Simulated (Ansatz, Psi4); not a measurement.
# The same job for Psi4

Ansatz 0.2.0 runs this on triplet C2H4Si:

molecule.yaml:
```yaml
crystal:
  periodic: [false, false, false]
  atoms:
    - symbol: C
      position_ang: [-0.580700, -1.871400, 0.172200]
    - symbol: C
      position_ang: [-0.218500, -0.726500, 0.062400]
    - symbol: Si
      position_ang: [0.329800, 1.004300, -0.103800]
    - symbol: H
      position_ang: [-0.901000, -2.883500, 0.269300]
    - symbol: H
      position_ang: [-0.094500, 1.528300, -1.425000]
    - symbol: H
      position_ang: [-0.281700, 1.818100, 0.974900]
    - symbol: H
      position_ang: [1.807900, 1.062900, 0.004400]
basis:
  gaussian: {orbitals: 6-311+G_st__st_-spherical.json}
accuracy: high
hamiltonian: {xc: {name: revPBE}}
magnetization: {spin_polarized: true, initial_magnetization: 2}
output: {orbitals: {seedname: orbitals}}
```

```bash
$ ansatz run molecule.yaml --threads 1 --pin off --max-ram 3480MiB --events-out events.jsonl --progress --plain --runs-dir runs
```

(Basis files named in the input come from the Basis Set Exchange and aren't shown.)

Geometry: relaxed at PBE0-D4/def2-TZVP. That shape belongs to the parent species and isn't relaxed for this state.

It gives a total energy of -367.789521 Eh.

Q: How is this level of theory, on these atoms, set up in Psi4 1.11 as a Python script, asking for the gradient?

A: One way, which was run:

job.py:
```python
import psi4

psi4.set_memory('1600 MB')
psi4.set_num_threads(1)
psi4.set_output_file('c2h4si.out', False)

mol = psi4.geometry("""
0 3
C     -1.09736396    -3.53643347     0.32541084
C     -0.41290516    -1.37288603     0.11791891
Si     0.62323168     1.89785195    -0.19615357
H     -1.70264324    -5.44902528     0.50890325
H     -0.17857912     2.88806844    -2.69285973
H     -0.53233585     3.43571107     1.84229400
H      3.41643586     2.00858990     0.00831479
units au
symmetry c1
no_reorient
no_com
""")

options = {'basis': '6-311+G**', 'reference': 'uks', 'puream': True, 'e_convergence': 1e-09, 'd_convergence': 1e-08, 'scf_type': 'pk', 'dft_radial_points': 99, 'dft_spherical_points': 590, 'maxiter': 100}
psi4.set_options(options)

energy_value, wavefunction = psi4.gradient('revpbe', molecule=mol, return_wfn=True)
psi4.oeprop(wavefunction, 'DIPOLE', 'MAYER_INDICES', 'QUADRUPOLE')
print('gradient / Eh bohr^-1')
print(energy_value.np.round(6))
print(f'energy = {wavefunction.energy():.10f} Eh')
```

```bash
$ python job.py
```

Its energy is -367.789519 Eh, 0.002 mEh from the first.
